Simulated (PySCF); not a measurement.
Match the calculated data to a structure.

- Polarisability: 80.3 au [wB97X-D/def2-SVPD]
- Couplings: largest of the computed one-bond spin–spin couplings (means over like bonds): 13C–1H +276.6, 13C–13C +202.5, 13C–1H +194.9, 13C–1H +174.9, 13C–1H +168.3, 13C–1H +163.6, 13C–13C +102.2, 13C–13C +90.9 Hz [B3LYP/pcJ-1, spin–dipole term left out]
- Rotational structure: rotational constants A, B, C: 29.939, 1.487, 1.417 GHz [PBE0-D3(BJ)/def2-SVP]
- 13C NMR: chemical shifts (computed TMS as zero) by class: 164.3 (1 C), 159.8 (1 C), 122.5 (1 C), 93.1 (1 C), 84.2 (1 C) ppm [GIAO B97-2/pcSseg-2]
- Triplet: lowest triplet excitation (Tamm–Dancoff): 2.75 eV [TDA wB97X-D/def2-SVPD]
- NMR, other nuclei: isotropic shieldings of nuclei other than C and H, by class: -130 (1 N) ppm [GIAO B97-2/pcSseg-2]

The electronic properties come from PySCF, for the isolated species, density fitting. Levels stand in brackets. Isolated species at its PBE0-D3(BJ)/def2-SVP geometry (one conformer only). Each NMR value is the plain mean over a class of atoms that symmetry, rotation or inversion makes alike.

Question: Which candidate is it?
A. `CC#C[C@@H]1C=N1`
B. `C#CC(=C)N=C`
C. `C#C/C=C/N=C`
D. `C=NC1=CC1=C`

Answer: C. It is `C#C/C=C/N=C`. Numbering: `[CH:1]#[C:2]/[CH:3]=[CH:4]/[N:5]=[CH2:6]`. Its formula, C5H5N, gives 4 degrees of unsaturation: 0 rings and 4 π bonds in the structure found. 5 carbons fall into 5 classes; from least to most shielded: vinylic carbon bearing nitrogen [C4] (164.3 ppm), imine carbon [C6] (159.8 ppm), alkene CH carbon [C3] (122.5 ppm), terminal alkyne carbon [C1] (93.1 ppm), alkyne carbon [C2] (84.2 ppm). The other shieldings belong to: -130 ppm, imine nitrogen [N5]. The couplings run between: +276.6 Hz, terminal alkyne carbon [C1] and its hydrogen; +202.5 Hz, terminal alkyne carbon [C1] and alkyne carbon [C2]; +194.9 Hz, imine carbon [C6] and its hydrogen; +174.9 Hz, alkene CH carbon [C3] and its hydrogen; +168.3 Hz, vinylic carbon bearing nitrogen [C4] and its hydrogen; +163.6 Hz, imine carbon [C6] and its hydrogen; +102.2 Hz, alkyne carbon [C2] and alkene CH carbon [C3]; +90.9 Hz, alkene CH carbon [C3] and vinylic carbon bearing nitrogen [C4]. The optimised geometry has point group Cs and is an asymmetric top.

The others, at the same levels:
- `C#CC(=C)N=C` fails: its computed lowest triplet excitation (Tamm–Dancoff) is 3.13 eV (against 2.75 eV), static isotropic polarisability is 70.7 au (against 80.3 au) and rotational constant A is 5.007 GHz (against 29.939 GHz).
- `CC#C[C@@H]1C=N1` fails: its computed lowest triplet excitation (Tamm–Dancoff) is 4.31 eV (against 2.75 eV), static isotropic polarisability is 64.7 au (against 80.3 au) and rotational constant A is 17.959 GHz (against 29.939 GHz).
- `C=NC1=CC1=C` fails: its computed lowest triplet excitation (Tamm–Dancoff) is 3.39 eV (against 2.75 eV), static isotropic polarisability is 71.5 au (against 80.3 au) and rotational constant A is 10.129 GHz (against 29.939 GHz).

Each candidate is one conformer, not necessarily the lowest. Dipoles, sizes and rotational constants follow the conformer. The torsions of the flexible species, by atom-mapped SMILES:
- `[CH:1]#[C:2]/[CH:3]=[CH:4]/[N:5]=[CH2:6]`: C3–C4–N5–C6 180°
- `[CH:1]#[C:2][C:3](=[CH2:4])[N:5]=[CH2:6]`: C2–C3–N5–C6 0°
- `[CH2:1]=[N:2][C:3]1=[CH:4][C:5]1=[CH2:6]`: C1–N2–C3–C4 89°
